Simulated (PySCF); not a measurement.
**What each rung costs, and what it gives**

Saddle point of BH₂OF, closed shell (BH₂OF ([OH][BH][F]) → BOF + H₂; bonds formed: H2–H4; bonds broken: B1–H2, O3–H4), PBE0-D4/def2-TZVP structure:

| atom | x (Å) | y (Å) | z (Å) |
| --- | --- | --- | --- |
| B1 | -0.1593 | 0.1656 | 0.2902 |
| H2 | 0.4753 | 0.1791 | -0.9913 |
| O3 | -0.2304 | -1.0473 | 0.6601 |
| H4 | 0.3504 | -0.7000 | -0.5755 |
| F5 | -0.4360 | 1.4025 | 0.6166 |

Barriers are electronic and count from the start structure reached by relaxing down the imaginary mode.

Program: PySCF 2.14 with density fitting (its default auxiliary sets; JK sets also for MP2 and CCSD(T)). Basis: as named in each row. Cores are frozen in the correlated methods. B3LYP uses VWN-RPA correlation. Extrapolation: Hartree–Fock as exp(−7.88 √X), correlation as X^−2.97.

Times are rough, for one single point on 4 threads of a shared host (Arm Neoverse V2).

The estimate by CCSD(T) at an estimated basis limit (MP2 extrapolated from triple and quadruple zeta, plus CCSD(T) − MP2 in triple zeta) is 65.55 kcal/mol.

| method | basis | time (s) | barrier (kcal/mol) | method less estimate |
| --- | --- | --- | --- | --- |
| HF | STO-3G | under 1 | 136.68 | 71.13 |
| B3LYP-D4 | 6-31G | 1 | 72.39 | 6.84 |
| MP2 | def2-QZVPP | 1 | 63.39 | -2.16 |
| PBE0-D4 | def2-SVP | 2 | 61.97 | -3.58 |
| PBE-D4 | def2-SVP | 2 | 54.95 | -10.60 |
| CCSD(T) | def2-SVP | 3 | 65.94 | 0.39 |
| SPW92 | def2-TZVPP | 3 | 54.13 | -11.42 |
| BHLYP-D4 | def2-TZVPP | 3 | 70.88 | 5.33 |
| PBE0-D4 | def2-TZVPP | 3 | 62.62 | -2.93 |
| B3LYP-D4 | def2-TZVPP | 3 | 63.52 | -2.03 |
| PBE-D4 | def2-TZVPP | 4 | 56.12 | -9.43 |
| r2SCAN-D4 | def2-TZVPP | 7 | 60.41 | -5.14 |
| CCSD(T) | def2-TZVPP | 34 | 66.06 | 0.51 |
| wB97M-V | def2-TZVPP | 44 | 64.89 | -0.66 |

All methods are single points on the PBE0-D4 structures.

The T1 diagnostic stays at or below 0.018.

Labels in which every atom is bracketed show which atoms are joined, not bond orders.
